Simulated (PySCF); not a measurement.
## Be: ionisation energy

Be [He] 2s2 (1S) → Be+ [He] 2s1 (2S), as a difference of total energies. Calculation: PySCF 2.14, in dyall-av3z; no relativity, point nucleus. Correlated levels: valence: 1s2 frozen; virtual orbitals above 40 to 60 times the deepest correlated orbital energy dropped. The calculations carry no spin-orbit coupling.

```
           method  ionisation energy (eV)
              UHF                   8.043
              LDA                   9.026
             PBE0                   8.971
           r2SCAN                   8.792
        CAM-B3LYP                   9.110
          LC-wPBE                   9.024
           B2PLYP                   9.009
    MP2 (valence)                   8.837
SCS-MP2 (valence)                   8.996
```

Task: Estimate what MN15 gives.

Result: 8.954 eV, closest to PBE0 among the rows shown.

Task: Estimate what PBE gives.

Result: 8.997 eV, closest to SCS-MP2 (valence) among the rows shown.

Errors of the correlated levels include the incompleteness of this basis and the frozen core.

MP2 underrates the near-degeneracy of ns² with np² in the lower species.

For comparison: 9.323 eV (measured; NIST Atomic Spectra Database, ionization energies).
